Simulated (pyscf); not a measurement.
Elementary routes open to H₃C–Zn–OH (SMILES [CH3][Zn][OH]) + H₂ (SMILES [H][H]) in the gas phase (singlet surface):
A. CH₄ (SMILES C) + HO–ZnH (SMILES [OH][ZnH]) (C–Zn, H–H broken; C–H, H–Zn formed)
B. H₃C–ZnH (SMILES [CH3][ZnH]) + H₂O (SMILES O) (O–Zn, H–H broken; H–Zn, H–O formed)

Structures and frequencies: ωB97X-D3(BJ)/def2-SVP in PySCF.

Rank the routes by free-energy barrier at 600 K, lowest first, for ωB97M-D3(BJ)/def2-TZVP energies (ideal gas, 1 atm, RRHO with modes under 100 cm⁻¹ raised to 100, one conformer, R ln 2 for chiral ones without a mode under 150 cm⁻¹).

B (174.0 kJ/mol), A (271.5 kJ/mol)

Route B is the fastest of these, ahead of the next by 97.5 kJ/mol. The most stable products are those of A (ΔG = -33.1 kJ/mol), whose barrier is 97.5 kJ/mol higher: the kinetic and the thermodynamic product differ. At 1200 K B is still the fastest. B: On the product side the descent ends in a complex (not fully relaxed), 32.7 kJ/mol under the separated species and 101.8 kJ/mol under the saddle at ωB97X-D3(BJ)/def2-TZVP. Only these routes are compared; each barrier is that of the saddle found, and lower ones may exist. Elements up to Kr have no core potential and no relativistic terms here.
